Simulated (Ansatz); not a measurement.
```yaml
crystal:
  periodic: [false, false, false]
  atoms:
    - {symbol: Al, position_ang: [-0.555523, 1.279904, -1.211223]}
    - {symbol: S, position_ang: [0.804843, -0.422885, -1.185303]}
    - {symbol: Si, position_ang: [0.508066, -1.035553, 0.844835]}
    - {symbol: H, position_ang: [-1.349116, 1.626687, 0.112848]}
    - {symbol: H, position_ang: [-0.678892, 2.083866, -2.563598]}
    - {symbol: H, position_ang: [1.374974, -2.219474, 1.061493]}
    - {symbol: H, position_ang: [-0.907390, -1.408684, 1.092095]}
    - {symbol: H, position_ang: [0.895136, 0.039140, 1.792952]}
basis:
  gaussian: {orbitals: def2-TZVP, fitting: {mean_field: cc-pVTZ-jkfit}}
magnetization: {spin_polarized: true, initial_magnetization: 2}
hamiltonian: {xc: {name: B2PLYP}, dispersion: rvv10}
output: {forces: true}
```

```sh
$ ansatz run in.yaml --threads 2 --pin off --events-out ev --progress --plain --max-ram 4352MiB
```

(1) How does Ansatz answer? (Estimate.)

Results:

(1) The calculation gave: The input was rejected before any iteration.
```
Error: invalid value for `hamiltonian.dispersion`: this functional's text states its nonlocal part
```
